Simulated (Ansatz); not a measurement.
# CH₂N−: functionals against CCSD(T) at one geometry

How do the functionals fare away from a minimum? The structure is a structure displaced at random from a GFN2-xTB minimum.

The runs use Ansatz 0.2.0, Gaussian basis; single points in def2-TZVPPD.

Correlated methods freeze the cores.

### 1 Starting geometry

SMILES `C=[N-]`, 4 atoms, charge -1, spin multiplicity 1.

Atoms are counted from 1 here; the program's logs count them from 0.

Bond lengths: C1–N2 1.219 Å, C1–H3 1.280 Å, C1–H4 1.208 Å. Angles: N2–C1–H3 125.5°, N2–C1–H4 128.7°, H3–C1–H4 105.8°.

As a file:

```
C     0.0447    0.0301    0.0470
N     0.7870    0.6188    0.8144
H    -0.9846    0.5331   -0.5244
H     0.1056   -1.1142   -0.3338
```

### 2 CCSD(T)/def2-TZVPPD

run/in.yaml

```yaml
crystal:
  periodic: [false, false, false]
  atoms:
    - {symbol: C, position_ang: [0.044700, 0.030100, 0.047000]}
    - {symbol: N, position_ang: [0.787000, 0.618800, 0.814400]}
    - {symbol: H, position_ang: [-0.984600, 0.533100, -0.524400]}
    - {symbol: H, position_ang: [0.105600, -1.114200, -0.333800]}
basis:
  gaussian: {orbitals: "def2-TZVPPD.json"}
total_charge: -1
correlation: {method: ccsd_t}
output: {forces: true}
```

The basis file named in the input lies beside it (Basis Set Exchange, JSON).

The command line of these runs was not kept.

### 3 PBE0-D4/def2-TZVPPD

run/in.yaml: that of step 2 with these lines changed.

```diff
@@ -10,3 +10,3 @@
 total_charge: -1
-correlation: {method: ccsd_t}
-output: {forces: true}
+hamiltonian: {xc: pbe0, dispersion: d4}
+output: {forces: true, orbitals: {seedname: orbitals}}
```

### 4 wB97M-V/def2-TZVPPD

run/in.yaml: that of step 3 with these lines changed.

```diff
@@ -10,3 +10,3 @@
 total_charge: -1
-hamiltonian: {xc: pbe0, dispersion: d4}
-output: {forces: true, orbitals: {seedname: orbitals}}
+hamiltonian: {xc: {name: wB97M-V}}
+output: {forces: true}
```

### 5 r2SCAN-D4/def2-TZVPPD

run/in.yaml: that of step 4 with these lines changed.

```diff
@@ -10,3 +10,3 @@
 total_charge: -1
-hamiltonian: {xc: {name: wB97M-V}}
+hamiltonian: {xc: r2scan, dispersion: d4}
 output: {forces: true}
```

### 6 PBE-D4/def2-TZVPPD

run/in.yaml: that of step 5 with these lines changed.

```diff
@@ -10,3 +10,3 @@
 total_charge: -1
-hamiltonian: {xc: r2scan, dispersion: d4}
+hamiltonian: {xc: pbe, dispersion: d4}
 output: {forces: true}
```

### 7 SPW92/def2-TZVPPD

run/in.yaml: that of step 6 with these lines changed.

```diff
@@ -10,3 +10,3 @@
 total_charge: -1
-hamiltonian: {xc: pbe, dispersion: d4}
+hamiltonian: {xc: lda}
 output: {forces: true}
```

### 8 BHLYP-D4/def2-TZVPPD

run/in.yaml: that of step 7 with these lines changed.

```diff
@@ -10,3 +10,3 @@
 total_charge: -1
-hamiltonian: {xc: lda}
+hamiltonian: {xc: {name: BHLYP}, dispersion: d4}
 output: {forces: true}
```

(Steps that only read results are left out.)

Before running it: what results should come out? Wanted: RMS force component; RMS force error; HOMO and LUMO, PBE0-D4; T1 diagnostic.

The runs gave:

| quantity | value |
| --- | --- |
| RMS force component | 0.623 to 1.086 eV/Å over the methods |
| RMS force error | PBE0-D4 0.493, wB97M-V 0.453, r2SCAN-D4 0.479, PBE-D4 0.297, SPW92 0.544, BHLYP-D4 0.739 eV/Å |
| HOMO and LUMO, PBE0-D4 | 1.44 and 4.88 eV |
| T1 diagnostic | 0.020 |

In words: For forces PBE-D4 does best and BHLYP-D4 worst. Frozen-core CCSD(T) forces in triple zeta carry basis errors of their own, and this is one geometry, so small gaps rank nothing.
